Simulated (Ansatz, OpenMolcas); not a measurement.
# SiH3 (silyl radical): methods side by side

SiH3 has 4 atoms, charge 0, and is taken as a doublet. As SMILES, `[SiH3]`. The coordinates come from a GFN2-xTB relaxation.

```xyz
4

Si    0.2066   -0.0189   -0.1151
H     0.5871    0.6618    1.1056
H    -0.1950   -1.4016    0.0434
H    -0.5987    0.7587   -1.0339
```

Quantity: the energy change with the Si1–H2 bond stretched from 1.449 to 2.173 Å, in eV. The values are calculated.

```json
{"level": "USVWN5/6-31G* (spherical functions)", "kind": "LDA", "program": "Ansatz", "value (eV)": "1.64", "less FCI/6-31G*": "-0.01"}
{"level": "UPBE/6-31G* (spherical functions)", "kind": "GGA", "program": "Ansatz", "value (eV)": "1.64", "less FCI/6-31G*": "-0.01"}
{"level": "UBHLYP/6-31G* (spherical functions)", "kind": "global hybrid", "program": "Ansatz", "value (eV)": "1.96", "less FCI/6-31G*": "+0.31"}
{"level": "U-wB97X/6-31G* (spherical functions)", "kind": "range-separated hybrid", "program": "Ansatz", "value (eV)": "1.90", "less FCI/6-31G*": "+0.25"}
{"level": "RPA@PBE/6-31G* (spherical functions)", "kind": "RPA", "program": "Ansatz", "value (eV)": "1.64", "less FCI/6-31G*": "-0.01"}
{"level": "UMP2/6-31G* (spherical functions)", "kind": "perturbation theory", "program": "Ansatz", "value (eV)": "2.06", "less FCI/6-31G*": "+0.41"}
{"level": "UCCSD(T)/6-31G* (spherical functions)", "kind": "coupled cluster or CI", "program": "Ansatz", "value (eV)": "1.67", "less FCI/6-31G*": "+0.02"}
{"level": "FCI/STO-3G", "kind": "exact in the basis", "program": "OpenMolcas", "value (eV)": "2.67", "less FCI/6-31G*": "+1.02"}
{"level": "FCI/6-31G* (spherical functions)", "kind": "exact in the basis", "program": "Ansatz", "value (eV)": "1.65", "less FCI/6-31G*": "0.00"}
```

FCI/6-31G* (spherical functions) is exact within its basis and frozen core, so for wave-function methods in that basis the difference is their error; functionals converge differently with the basis, so for them it is only a difference. The first shape isn't each level's own minimum. The values span 1.64 to 2.67 eV. Spin contamination of the reference (⟨S²⟩ at least 0.1 too high) touches UMP2/6-31G*, UCCSD(T)/6-31G*. High-level rows in very small sets aren't better than simpler rows in larger ones. Without the sets that lack polarisation functions the rows with a basis span only 1.64 to 2.06 eV.
